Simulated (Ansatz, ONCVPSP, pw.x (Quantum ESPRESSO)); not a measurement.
# pw.x on bcc Pt: one setting changed

Potential: optimised norm-conserving Vanderbilt (ONCV), ONCVPSP 4.0.1.1 (patched build), LDA (Perdew-Wang 92); core [Kr] 4d10 4f14, reference 5s2 5p6 5d9 6s1; waves: 5s+6s: rc 1.75 bohr, ncon 5, nbas 9, qcut 5.9 1/bohr, 2 projectors; 5p: rc 1.35 bohr, ncon 4, nbas 8, qcut 10.2 1/bohr, 2 projectors, debl 0.5 Ha; 5d: rc 2.30 bohr, ncon 4, nbas 8, qcut 5.3 1/bohr, 2 projectors, debl 0.4 Ha; f scattering state at 0.24 Ha: rc 2.10 bohr, ncon 4, nbas 7, qcut 5.3 1/bohr, 2 projectors, debl 0.7 Ha; local part: polynomial inside 1.35 bohr (lpopt 5, dvloc0 -1 Ha); core correction: Teter function, fcfact 2, rcfact 1.65. In the p channel the program set the typed energies aside and used -2.068, 0.250 Ha.

The reference run (k-mesh 15³, cutoffs 145/580 Ry, Fermi–Dirac 0.01 Ry, mixing_beta 0.4, conv_thr 1e-9, no spin) gives -2.21 GPa at 15.016 Å³/atom, where all-electron LAPW gives -1.65 GPa. This run, with its own iteration cap, changes mixing_beta to 0.1.

```
&control
  calculation='scf', prefix='x', pseudo_dir='./', outdir='./tmp', tstress=.true., disk_io='none'
/
&system
  ibrav=0, nat=1, ntyp=1, ecutwfc=145, ecutrho=580, nbnd=17,
  occupations='smearing', smearing='fd', degauss=0.01
/
&electrons
  conv_thr=1e-09, mixing_beta=0.1, electron_maxstep=60
/
ATOMIC_SPECIES
Pt 1.0 Pt.UPF
CELL_PARAMETERS angstrom
  -1.55416845 1.55416845 1.55416845
  1.55416845 -1.55416845 1.55416845
  1.55416845 1.55416845 -1.55416845
ATOMIC_POSITIONS crystal
Pt 0.0000 0.0000 0.0000
K_POINTS automatic
15 15 15 0 0 0
```

```bash
pw.x < Pt.scf.in > Pt.scf.out
```

Problem. How does the run end?

Solution. It converges in 9 iterations; the free energy moves by +0.0 meV/atom and the pressure by +0.00 GPa. The result is that of the reference run.

```
Message from routine setup:
     using ibrav=0 with symmetry is DISCOURAGED, use correct ibrav instead
     lattice parameter (alat)  =       5.0870  a.u.
     unit-cell volume          =     101.3330 (a.u.)^3
     number of electrons       =        18.00
     number of Kohn-Sham states=           17
     kinetic-energy cutoff     =     145.0000  Ry
     charge density cutoff     =     580.0000  Ry
     scf convergence threshold =      1.0E-09
     Exchange-correlation= SLA  PW   NOGX NOGC
     number of k points=   120  Fermi-Dirac smearing, width (Ry)=  0.0100
     iteration #  1     ecut=   145.00 Ry     beta= 0.10
     total energy              =    -249.41505904 Ry
     estimated scf accuracy    <       0.07266032 Ry
     iteration #  2     ecut=   145.00 Ry     beta= 0.10
     total energy              =    -249.39039351 Ry
     estimated scf accuracy    <       0.04638252 Ry
     iteration #  3     ecut=   145.00 Ry     beta= 0.10
     total energy              =    -249.39860246 Ry
     estimated scf accuracy    <       0.00122622 Ry
     iteration #  4     ecut=   145.00 Ry     beta= 0.10
     total energy              =    -249.39868198 Ry
     estimated scf accuracy    <       0.00032557 Ry
     iteration #  5     ecut=   145.00 Ry     beta= 0.10
     total energy              =    -249.39874808 Ry
     estimated scf accuracy    <       0.00000283 Ry
     iteration #  6     ecut=   145.00 Ry     beta= 0.10
     total energy              =    -249.39874768 Ry
     estimated scf accuracy    <       0.00000193 Ry
     iteration #  7     ecut=   145.00 Ry     beta= 0.10
     total energy              =    -249.39874806 Ry
     estimated scf accuracy    <       0.00000005 Ry
     iteration #  8     ecut=   145.00 Ry     beta= 0.10
     total energy              =    -249.39874807 Ry
     estimated scf accuracy    <       0.00000003 Ry
     iteration #  9     ecut=   145.00 Ry     beta= 0.10
     the Fermi energy is    23.4831 ev
!    total energy              =    -249.39874808 Ry
     estimated scf accuracy    <          5.1E-10 Ry
     smearing contrib. (-TS)   =      -0.00403001 Ry
     The total energy is F=E-TS. E is the sum of the following terms:
     one-electron contribution =     -48.25882689 Ry
     hartree contribution      =      36.04186288 Ry
     xc contribution           =     -36.44050201 Ry
     ewald contribution        =    -200.73725205 Ry
     convergence has been achieved in   9 iterations
          total   stress  (Ry/bohr**3)                   (kbar)     P=      -22.09
     Message from routine punch:
     Nothing written, as per user request (disk_io='none')
```

The run took about 2.5 min on one core of a shared host (Neoverse-N1, 64 threads, 124 GiB, load 48).
